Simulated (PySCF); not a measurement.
## Stretching SO⁺

Set-up: PySCF, no relativity, basis sets S 6-31G(d,p), O 6-31G(d,p). Energies in eV from S⁺ + O in their ground configurations at the same level. State: ²Π (doublet), unpaired electrons π ↑.

All columns are PBE0. A positive dipole points towards O; it is taken about the centre of mass and depends on that origin.

```csv
R (Å),E (eV),μ (D),Mulliken charge on S (basis-dependent),HOMO (eV),LUMO (eV),Mayer bond order,⟨S²⟩
1.238,-2.637,-2.01,1.02,-15.46,-12.59,2.34,0.75
1.296,-3.906,-2.12,1.04,-15.75,-12.89,2.32,0.75
1.354,-4.599,-2.21,1.06,-16.04,-13.17,2.31,0.75
1.397,-4.839,-2.26,1.07,-16.24,-13.38,2.30,0.75
1.440,-4.901,-2.30,1.08,-16.43,-13.58,2.30,0.75
1.483,-4.824,-2.34,1.09,-16.60,-13.76,2.29,0.75
1.541,-4.564,-2.37,1.09,-16.82,-13.99,2.29,0.75
1.613,-4.065,-2.41,1.09,-17.06,-14.23,2.30,0.76
1.699,-3.319,-2.42,1.07,-17.30,-14.51,2.31,0.75
1.814,-2.216,-2.40,1.04,-17.55,-14.81,2.34,0.75
```

A fit through these points gives, at Re = 1.436 Å, μ = -2.30 D and dμ/dR = -0.952 D/Å; the reduced mass is 10.66 u.

Q: How strong is the fundamental in the double-harmonic approximation, I = 42.26·(dμ/dR)²/μred km/mol?

A: I = 42.26·(-0.952)²/10.66 = 3.59 km/mol at PBE0.

For an ion De counts to the pair picked by the measured ionisation energies or electron affinities, which need not be the lowest pair at this level. The state was picked by a PBE0 search and need not be the measured ground state.
